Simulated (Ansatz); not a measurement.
Worked example: HB–AlH⁺, doublet against HB–AlH, triplet

Geometry (PBE0/def2-TZVP stationary point of a triplet), kept for both states (HB–AlH, triplet: Σ⁻; HB–AlH⁺, doublet: Π):

```xyz
4

B     0.0000    0.0000    1.0513
Al    0.0000    0.0000   -0.8575
H     0.0000    0.0000    2.2344
H     0.0000    0.0000   -2.4283
```

Basis 6-31G; Ansatz 0.2.0. Correlated methods freeze the noble-gas cores. R marks a restricted (for open shells ROHF) determinant, U an unrestricted one.

Full CI is exact within this basis and frozen core; it isn't the basis-set limit. The frozen core follows each run's orbitals, which can shift R against U totals by a few meV.

| level | E(HB–AlH, triplet) (hartree) | E(HB–AlH⁺, doublet) (hartree) |
| --- | --- | --- |
| UHF | -267.608922 | -267.357887 |
| UMP2 | -267.680723 | -267.415621 |
| UCCSD(T) | -267.706686 | -267.439920 |
| PBE | -268.131754 | -267.842676 |
| wB97M-V | -268.272760 | -267.996152 |
| full CI | -267.707797 | -267.440675 |

Problem. Give the vertical gap, HB–AlH⁺ doublet less HB–AlH triplet, at each level in eV (1 hartree = 27.2114 eV), and each error against full CI.

Solution. full CI: (-267.440675 − (-267.707797)) × 27.2114 = 7.269 eV (the reference)
wB97M-V: (-267.996152 − (-268.272760)) × 27.2114 = 7.527 eV, error 0.258 eV
PBE: (-267.842676 − (-268.131754)) × 27.2114 = 7.866 eV, error 0.597 eV
UCCSD(T): (-267.439920 − (-267.706686)) × 27.2114 = 7.259 eV, error -0.010 eV
UMP2: (-267.415621 − (-267.680723)) × 27.2114 = 7.214 eV, error -0.055 eV
UHF: (-267.357887 − (-267.608922)) × 27.2114 = 6.831 eV, error -0.438 eV

Total energies of functionals can't be set beside those of wave-function methods, since they hold the core's correlation and their own absolute errors; only the differences compare.

The set has no polarisation functions, so the order and spacing of states can differ from the basis-set limit.

In so small a basis the reference is far from its limit while semilocal and hybrid functionals are nearer theirs, so the functionals' errors here hold much of the reference's basis and frozen-core error, which can add to them or hide them.

Each level lands on the state that its own search finds. T1 diagnostics of restricted CCSD: 0.022 and 0.017.
